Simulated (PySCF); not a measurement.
Compound: CH8AlSi (charge -1).
Cartesian coordinates in Å at the PBE0-D3(BJ)/def2-SVP level; atoms count from 1:
```
atom  x, y, z in Å
Al1    1.6442    0.7229    0.0461
C2     0.2448   -0.7686   -0.1209
Si3   -1.5118   -0.2525    0.0959
H4     3.1246    0.0400   -0.1795
H5     1.3576    1.8589   -1.1069
H6     1.5438    1.3856    1.5469
H7     0.4876   -1.5448    0.6285
H8     0.3625   -1.2320   -1.1181
H9    -1.9565    0.7680   -0.9172
H10   -1.7886    0.3507    1.4469
H11   -2.5481   -1.3574   -0.0253
```

Theory: PBE0-D3(BJ)/def2-SVP geometry optimisation, gas phase (PySCF 2.14.0).

Masses are those of the commonest isotopes; rigid-rotor values at the optimised geometry. 

(1) What are A, B and C (MHz)?

(2) Classify the top.

(3) Is it planar, by Δ = Ic − Ia − Ib?

(4) Give the other two planar moments, Paa and Pbb, and the rms extents of the mass along the axes.

(5) List the rotational levels J(Ka,Kc) to J = 3 (cm⁻¹).

(6) Which lines would a microwave search look for?

(7) Estimate the classical rotational partition function at 10 K, 50 K and 100 K.

Results:

(1) Ia = 29.27, Ib = 187.62, Ic = 200.51 u·Å²; 505379 MHz·u·Å²/I gives A = 17264, B = 2694, C = 2520 MHz.

(2) A near-prolate asymmetric top: κ = (2 × 2694 − 17264 − 2520)/(17264 − 2520) = -0.98.

(3) Not planar: Δ = Ic − Ia − Ib = -16.38 u·Å². For a rigid frame Δ = −2 Σ m c², so Σ m c² = 8.19 u·Å² lies off the ab plane, practically all of it from hydrogen. The atom farthest from that plane is 1.35 Å away.

(4) Paa = Σ m a² = (Ib + Ic − Ia)/2 = 179.43 and Pbb = Σ m b² = (Ia + Ic − Ib)/2 = 21.08 u·Å². With the mass M = 75.02 u, the rms extents √(P/M) along a, b and c are 1.55, 0.53, 0.33 Å.

(5) Above 0(0,0):
J = 1: 1(0,1) 0.1739, 1(1,1) 0.6599, 1(1,0) 0.6657
J = 2: 2(0,2) 0.5217, 2(1,2) 1.0020, 2(1,1) 1.0193, 2(2,1) 2.4774, 2(2,0) 2.4775
J = 3: 3(0,3) 1.0433, 3(1,3) 1.5151, 3(1,2) 1.5497, 3(2,2) 2.9992, 3(2,1) 2.9994, 3(3,1) 5.4437, 3(3,0) 5.4437
The levels of one J sum to (2J + 1)J(J + 1)(A + B + C)/3.

(6) The dipole components (about the centre of mass, as the species is charged) are |μa| = 5.24 D, |μb| = 1.62 D, |μc| = 0.00 D; the mirror of this Cs structure is the ab plane, so μc vanishes by symmetry and there are no c-type lines. The squared components, which scale the intensities, stand as 1.00 : 0.10 (a : b). Some lines, for components of 0.1 D or more:

```tsv
type	branch	J(Ka,Kc)	MHz	lower level (cm⁻¹)
a	R	2(0,2) ← 1(0,1)	10427	0.174
b	Q	4(1,3) ← 4(0,4)	15542	1.738
a	R	3(1,2) ← 2(1,1)	15901	1.019
b	R	1(1,1) ← 0(0,0)	19785	0.000
a	R	4(0,4) ← 3(0,3)	20841	1.043
a	R	4(1,3) ← 3(1,2)	21200	1.550
b	R	2(1,2) ← 1(0,1)	24826	0.174
b	R	4(2,3) ← 3(1,2)	64308	1.550
b	Q	4(3,1) ← 4(2,2)	73268	3.696
b	Q	3(3,0) ← 3(2,1)	73279	2.999
b	R	4(3,1) ← 3(2,2)	94146	2.999
```

(7) Point group Cs, symmetry number σ = 1; q = (√π/σ)·√((kT/h)³/(ABC)), k/h = 20836.6 MHz/K: 492 at 10 K, 5510 at 50 K, 15600 at 100 K.

Stationary, but not proved a minimum. These are rigid-rotor constants of the computed structure; measured ground-state constants (B0) also hold zero-point vibration. A rigid rotor knows nothing of internal rotation, which can split or shift real lines. Quadrupole hyperfine structure (27Al) is left out.
